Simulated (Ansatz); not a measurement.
System: hcp Hf. Method: PBE0 (PAW; Ansatz, a program for electronic structure).

Numerical settings: plane-wave cutoff 460 eV, 12×12×6 k mesh (along the axes of the cell as run), Fermi–Dirac smearing 0.05 eV, scalar-relativistic PAW data made under PBE.

Computed at the level's own relaxed cell.

### Question
Predict the equilibrium lattice constant a and c axis length.

### Answer

* **equilibrium lattice constant a**: 3.218 Å
* **c axis length**: 5.083 Å

Measured, for comparison: lattice constant a 3.194 Å (293 K, not corrected to a static lattice, our sources range from 3.194 to 3.200; as tabulated in Wikipedia's data pages); lattice parameter c 5.051 Å (293 K, not corrected to a static lattice; as tabulated in Wikipedia's data pages). Computed (rounded) less measured: lattice constant a +0.8 % (+0.6 % to +0.8 % over the range), lattice parameter c +0.6 %.

Spin–orbit coupling is not included.

The computed numbers hold no vibrational or temperature effects.

Cost on a shared machine: roughly 90 core-minutes.
